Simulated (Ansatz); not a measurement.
CH3N, singlet: CASSCF and its corrections

Calculated in Ansatz's Gaussian-basis code; CASPT2, NEVPT3, NEVPT4(SD) by development code. Basis cc-pVDZ, nonrelativistic, 2 orbitals frozen in the corrections. State-specific CASSCF; RHF is the lowest restricted (open-shell) Hartree–Fock solution met. Single-reference values can break down or jump between states where bonds are stretched. No symmetry is imposed, so a solution can break that of the shape. The lowest solution met needn't be the lowest there is, nor hold the orbitals that a chemist would pick.

Geometry:

```xyz
5

C    -0.0093   -0.0019    0.5931
N     0.1411   -0.0057   -0.6788
H    -0.0768   -0.8913    1.2274
H    -0.0778    0.9578    1.1030
H    -0.7771   -0.0149   -1.1371
```

What do CASSCF and its corrections give against RHF in CAS(4,3), and what are the occupations?

CASSCF -0.943 eV, SC-NEVPT2 -8.313 eV, FIC-NEVPT2 -8.324 eV, NEVPT3 -8.812 eV, NEVPT4(SD) -9.092 eV, CASPT2 (IPEA 0) -8.353 eV; occupations 2.00, 1.90, 0.10. The MRCI reference weight is 0.916.

How do single-reference totals in the same basis and frozen core stand against SC-NEVPT2 in CAS(4,3)?

CCSD(T) -0.877 eV. Coupled cluster stands on the determinant that it favours, which can lie over the RHF solution above, and is in doubt where the occupations are far from 0, 1 and 2.
